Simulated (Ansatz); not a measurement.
## C2H8N2 (ethylenediamine): the atomisation enthalpy at 298 K, rung by rung

The species is C2H8N2 (12 atoms), meant as a singlet with charge 0. SMILES: `NCCN`. The coordinates come from a PBE0-D4/def2-TZVP relaxation. This is one conformer, not always the lowest.

Quantity: the atomisation enthalpy at 298 K, in kJ/mol. The values are calculated. The thermal term (zero-point and 298 K enthalpy, harmonic and unscaled) is that of B3LYP/6-31G*; the spin-orbit lowering of the free atoms at 298 K, 0.0 kJ/mol by their spectra, is taken off.

**What was measured.** CRC Handbook of Chemistry and Physics gives the atomisation enthalpy at 298 K of the gas as 4141 kJ/mol.

```
                                level                    kind  program  value (kJ/mol)  computed − measured
    BLYP/6-31G* (spherical functions)                     GGA   Ansatz            4086                  -55
  revPBE/6-31G* (spherical functions)                     GGA   Ansatz            4040                 -101
   B3LYP/6-31G* (spherical functions)           global hybrid   Ansatz            4095                  -46
   BHLYP/6-31G* (spherical functions)           global hybrid   Ansatz            3960                 -181
   HSE06/6-31G* (spherical functions)  range-separated hybrid   Ansatz            4107                  -34
 wB97M-V/6-31G* (spherical functions)  range-separated hybrid   Ansatz            4157                  +16
RPA@PBE0/6-31G* (spherical functions)                     RPA   Ansatz            3622                 -519
     MP2/6-31G* (spherical functions)     perturbation theory   Ansatz            3676                 -465
```

Nearest: wB97M-V/6-31G* (spherical functions) (+16 kJ/mol); farthest: RPA@PBE0/6-31G* (spherical functions) (-519 kJ/mol). Computed less measured by kind, in kJ/mol (of the ab initio rows, those in 6-31G*): GGA -101 to -55; global hybrid -181 to -46; range-separated hybrid -34 to +16; RPA -519; perturbation theory -465. In a finite basis correlated wave-function methods underbind, so their errors here aren't those of the basis-set limit.
